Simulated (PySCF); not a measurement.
Species: C₄H₃Cl.
Atom-mapped SMILES: `[CH2:1]=[C:2]=[C:3]=[CH:4][Cl:5]` (hydrogens: H6, H7 on C1; H8 on C4)

Method: PBE0-D3(BJ)/def2-TZVP geometry optimisation, gas phase (PySCF).

Task: Give the optimised bond lengths and angles.

Result: 
```json
{"bond": "C1=C2", "length (bohr)": "2.474"}
{"bond": "C2=C3", "length (bohr)": "2.386"}
{"bond": "C3=C4", "length (bohr)": "2.471"}
{"bond": "C4–Cl5", "length (bohr)": "3.254"}
{"bond": "C1–H6, C1–H7", "length (bohr)": "2.050"}
{"bond": "C4–H8", "length (bohr)": "2.046"}
```

Bonds in one row agree within 0.02 bohr and their mean is given. A selection of angles:
```json
{"angle": "C2–C1–H6", "degrees": "121.2"}
{"angle": "H6–C1–H7", "degrees": "117.9"}
{"angle": "C1–C2–C3", "degrees": "179.6"}
{"angle": "C2–C3–C4", "degrees": "178.8"}
{"angle": "C3–C4–Cl5", "degrees": "123.1"}
{"angle": "C3–C4–H8", "degrees": "123.4"}
{"angle": "Cl5–C4–H8", "degrees": "113.5"}
```

The C–C distances run from 1.263 Å (C2=C3, drawn double) to 1.309 Å (C1=C2, drawn double), a spread of 0.046 Å. The 5 heavy atoms lie in one plane (0.001 Å rms).

Point group: Cs (every atom within 0.08 Å of its image). PBE0-D3(BJ)/def2-TZVP frequencies: not computed here.

Hardware: an Arm Neoverse V2 with one thread, shared host. Cost: 44 s, 0.70 GiB resident at most. These figures are those of the optimisation.
